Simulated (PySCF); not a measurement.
From one molecule to another.

First species: H4NP.
Structure used (GFN2-xTB), in Å, numbered top down from 1:
```
atom  x, y, z in Å
N1     1.1001    0.6470   -0.1162
P2    -0.2844   -0.0183    0.0136
H3     1.8849    0.0137   -0.1099
H4    -0.7962   -0.8944   -0.9509
H5    -1.2247    0.9854   -0.0110
H6    -0.6766   -0.7314    1.1527
```

Second species: C₅H₆FNSi.
InChI=1S/C5H6FNSi/c6-4-1-5(8)3(4)2-7/h5H,1H2,8H3/t5-/m1/s1

Levels: CAM-B3LYP/def2-SVPD for dipole moment, HOMO energy, LUMO energy, HOMO–LUMO gap, static isotropic polarisability and electronic spatial extent ⟨r²⟩ about the centre of nuclear charge; TDDFT CAM-B3LYP/def2-SVPD for lowest singlet excitation; TDA CAM-B3LYP/def2-SVPD for lowest triplet excitation (Tamm–Dancoff); GFN2-xTB for rotational constant A and rotational constant C. Geometries: GFN2-xTB. Each species is one conformer at its optimised geometry, gas phase, non-relativistic unless stated. Electronic properties by PySCF.

Values for the first species:

| Quantity | Value |
| --- | --- |
| Dipole moment | 3.06 D |
| HOMO energy | -8.18 eV |
| LUMO energy | 1.17 eV |
| HOMO–LUMO gap | 9.35 eV |
| Lowest singlet excitation | 5.44 eV |
| Lowest triplet excitation (Tamm–Dancoff) | 5.03 eV |
| Static isotropic polarisability | 34.7 au |
| Electronic spatial extent ⟨r²⟩ about the centre of nuclear charge | 128 bohr² |
| Rotational constant A | 95.313 GHz |
| Rotational constant C | 15.753 GHz |

(1) Estimate the same properties for the second species, and the change in each.

## Answers

(1) 
```csv
property,first,second,second less first
dipole moment,3.06 D,4.75 D,+1.69 D
HOMO energy,-8.18 eV,-8.97 eV,-0.79 eV
LUMO energy,1.17 eV,-0.34 eV,-1.51 eV
HOMO–LUMO gap,9.35 eV,8.63 eV,-0.72 eV
lowest singlet excitation,5.44 eV,5.89 eV,+0.45 eV
lowest triplet excitation (Tamm–Dancoff),5.03 eV,3.57 eV,-1.46 eV
static isotropic polarisability,34.7 au,87.6 au,+52.9 au
electronic spatial extent ⟨r²⟩ about the centre of nuclear charge,128 bohr²,1229 bohr²,+1101 bohr²
rotational constant A,95.313 GHz,1.978 GHz,-93.335 GHz
rotational constant C,15.753 GHz,0.917 GHz,-14.836 GHz
```

On the first: The vertical singlet–triplet gap S1 − T1 is 0.41 eV (TDDFT singlet less Tamm–Dancoff triplet; S1: HOMO→LUMO, weight 0.62, beside HOMO→LUMO+1, weight 0.37; T1: HOMO→LUMO+1, weight 0.51, beside HOMO→LUMO, weight 0.46). In wavenumbers S1 is 43900 cm⁻¹ (1 eV = 8065.54 cm⁻¹).

On the second: S1 lies 2.74 eV below the HOMO–LUMO gap; its leading configuration is HOMO→LUMO, weight 0.93. In wavenumbers S1 is 47500 cm⁻¹ (1 eV = 8065.54 cm⁻¹).
